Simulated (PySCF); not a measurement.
# C₃H₄FP: magnetic properties

An exercise on one series of results from a longer session: the logs are not shown, and one member is left open.

Computed with PySCF 2.14.0 and routines of our own; the level stands in each step. Atoms count from 0.

## The system as given

9 atoms, charge 0, multiplicity 1; geometry from: GFN2-xTB.

The first run:

What the job is given:

```
{"job": {"xc": "PBE0", "basis": "def2-SVP", "d3": "d3bj", "grid": 1, "kind": "geom"}, "charge": 0, "multiplicity": 1}
C     -1.555957    -0.152419     0.045803
C     -0.273286    -0.211408    -0.315317
C      0.800298     0.357329     0.450146
F      0.426174     0.977987     1.592124
P      2.459281     0.352149     0.114385
H     -1.861962     0.337327     0.954899
H     -2.331809    -0.591413    -0.555970
H      0.027882    -0.704940    -1.229428
H      2.322941    -0.358620    -1.081822
```

Launch:

```console
> OMP_NUM_THREADS=1 python excited_run.py task.json out
```

This one command runs all jobs of the session in turn.

Steps of the session up to this table: Optimising the geometry at PBE0-D3(BJ)/def2-SVP; Magnetic properties: GIAO B3LYP/MINI; Magnetic properties: GIAO B3LYP/3-21G; Magnetic properties: GIAO B3LYP/Sadlej pVTZ; Magnetic properties: GIAO B3LYP/6-31G.

One of the session's tables, all rows but one given; the rest of the session is left out.

| level | gap (eV) |
| --- | --- |
| GIAO B3LYP/MINI | 4.18 |
| GIAO B3LYP/3-21G | ? |
| GIAO B3LYP/Sadlej pVTZ | 4.17 |
| GIAO B3LYP/6-31G | 4.29 |

Q: Estimate the row for GIAO B3LYP/3-21G from the others.

**Answer.** gap (eV): 4.31. In the column «gap (eV)» it is the highest.

Caveats from the session: No frequency check was run at this level, so the end point may be a saddle. GIAO B3LYP/MINI has a minimal basis, so it is left out of the spread where two other levels stand. Vibrational averaging and real surroundings are missing from these values.
